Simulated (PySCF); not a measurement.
The scaffold vinyl-X carries different groups X. Gas-phase values, no solvent. One relaxed conformer stands for each flexible species; it need not be the lowest. Strings in code marks are SMILES. In the def2 sets, heavy atoms carry core potentials. All members: neutral, multiplicity 1. Level: TPSSh-D3(BJ)/def2-TZVP // B3LYP-D3(BJ)/def2-TZVP (PySCF). Delta-SCF ions had no search for a lower state.  The removal energy is E(N − 1 electrons) − E(N electrons) at the parent's geometry; ε(HOMO) is measured against the vacuum level.

| species | −ε(HOMO) (eV) | vertical ionisation energy (Delta-SCF) (eV) |
|---|---|---|
| `C=COC` (C–C–O–C torsion 178°) | 5.81 | 8.63 |
| `C=C[S@@](C)=O` (C–C–S–O torsion 8°) | 6.02 | 8.71 |
| `C=CC=C` (C–C–C–C torsion 180°) | 6.20 | 8.77 |
| `C=CF` | 7.03 | withheld |
| `C=CC#N` | 7.78 | 10.63 |
| `BC=C` (H–B–C–C torsion 180°) | 7.83 | 10.80 |

Fit vertical ionisation energy (Delta-SCF) = a + b·x to the 5 complete rows by least squares, with x = −ε(HOMO) in eV. Give a, b and the rms residual, and predict the withheld value.

Means of the 5 rows: x̄ = 6.728, ȳ = 9.508 eV. Σ(x − x̄)² = 3.9439 and Σ(x − x̄)(y − ȳ) = 4.3648, so b = 1.107 and a = ȳ − b·x̄ = 2.060 eV. The rms residual is 0.100 eV. At x = 7.03 the line gives 9.84 eV. The run for `C=CF` gave 10.30 eV, so the line is off by 0.46 eV, more than twice the rms residual.

Codes: PySCF.
